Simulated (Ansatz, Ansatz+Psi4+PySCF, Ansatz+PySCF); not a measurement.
```xyz
6

C    -0.0394    0.0000   -0.8284
P     0.5483    0.0000    0.8548
H    -0.0514    0.9240   -1.3937
H    -0.0514   -0.9240   -1.3937
H    -0.2031   -1.0228    1.3805
H    -0.2031    1.0228    1.3805
```

Basis set: cc-pVTZ on H, C; cc-pV(T+d)Z on P (spherical functions). Frozen core: 6 orbitals. Correlation on ROHF uses semicanonical orbitals with singles. Charge 0, multiplicity 2.

Computed with Ansatz (development build ahead of 0.2.0); each method stands on the lowest determinant of its kind that the runs found.

The atomization energy at this shape (free ground-state atoms in the same class of orbitals less the molecule, no zero-point energy) of doublet CH₄P:

```csv
method,atomization energy
ROHF-CCSD(T),1753.3 kJ/mol
```

(1) What does ROHF-MP2 give?

Answers

(1) 1734.2 kJ/mol.
